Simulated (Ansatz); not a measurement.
Working through a ladder of basis sets of HP

Program: Ansatz 0.2.0 through its Python package.

Typed at the interpreter:
```pycon
>>> import warnings
>>> import ansatz as az
>>> FUNCTIONAL = "b3lyp"
>>> warnings.simplefilter("ignore", az.DeckWarning)
>>> molecule = (
...     az.Crystal.molecule()
...     .atom("P", [0.0, 0.0, 0.0])
...     .atom("H", [0.0, 0.0, 1.385])
... )
>>> job = (
...     molecule.calculation()
...     .functional(FUNCTIONAL)
...     .spin("collinear", total=2)
...     .accuracy("medium")
... )
>>> energies = {}
>>> for basis in ["aug-cc-pVDZ", "aug-cc-pVTZ"]:
...     summary = job.basis(gaussian=basis).run(threads=1).report
...     size = summary["n_frozen"] + summary["n_occupied"][0] + summary["n_virtual"][0]
...     energies[basis] = (summary["reference_energy_ev"] / 27.211386246, summary["free_energy_ev"] / 27.211386246)
...     print(f"{basis:14s} {size:4d} orbitals  reference {energies[basis][0]:14.6f} Ha  total {energies[basis][1]:14.6f} Ha")
...
aug-cc-pVDZ      36 orbitals  reference    -341.897913 Ha  total    -341.897913 Ha
aug-cc-pVTZ      73 orbitals  reference    -341.909746 Ha  total    -341.909746 Ha
>>> last = energies["aug-cc-pVTZ"][1]
>>> for basis, (_, total) in energies.items():
...     print(f"{basis:14s} lies {27.211386 * (total - last):9.4f} eV above aug-cc-pVTZ")
...
aug-cc-pVDZ    lies    0.3220 eV above aug-cc-pVTZ
aug-cc-pVTZ    lies    0.0000 eV above aug-cc-pVTZ
```

Against aug-cc-pVDZ: aug-cc-pVTZ -11.8 mHa. The last step alone is -11.83 mHa. From the first set to the last the time grows from 0.6 to 1.3 s.

What to keep in mind:
- These settings explore the input space; basis and method may be short of convergence.
- The geometry is a force-field or estimated start, not a minimum of this method, and the last set is no limit. Much of the fall in a total is atomic energy, which cancels in bond and reaction energies.
- The run takes the species as open-shell (spin multiplicity 3), which needn't be its ground state.
- b3lyp holds the VWN-RPA fit, as in Gaussian; the form of ORCA and Turbomole is b3lyp5.
- For Al to Cl the sets with a tight d function, cc-pV(X+d)Z, are usual.
- The spin state was assumed, and another may lie lower.
- Run time: 2.4 s on 1 thread of Arm Neoverse V1, with other jobs on the host, peak memory 0.16 GiB.
